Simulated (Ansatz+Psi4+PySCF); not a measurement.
Two shapes of doublet NaH₂O.

Shape 1:

```xyz
4

Na   -0.0093   -0.0006   -0.0035
O     0.0044   -0.0028    2.3585
H     0.7699    0.0078    2.9286
H    -0.7655    0.0021    2.9229
```

Shape 2:

```xyz
4

Na    0.0260   -0.0130   -0.0073
O    -0.0201   -0.0220    2.3533
H     0.8023   -0.0111    2.9305
H    -0.7709    0.0297    2.9230
```

Basis set: cc-pVTZ on H, O; cc-pCVTZ on Na (spherical functions). Correlated methods keep 2 orbitals frozen. Correlation on ROHF uses semicanonical orbitals with singles. Charge 0, multiplicity 2.

Computed with Ansatz (development build ahead of 0.2.0) and Psi4 1.11; each method stands on the lowest determinant of its kind that the runs found.

(1) Which shape is lower in energy, and by how much in each method?

Results:

(1)

```csv
method,E(2) − E(1) (eV)
ROHF,0.094
UHF,0.094
ROHF-MP2,0.053
UHF-MP2,0.053
```

Shape 1 is lower.
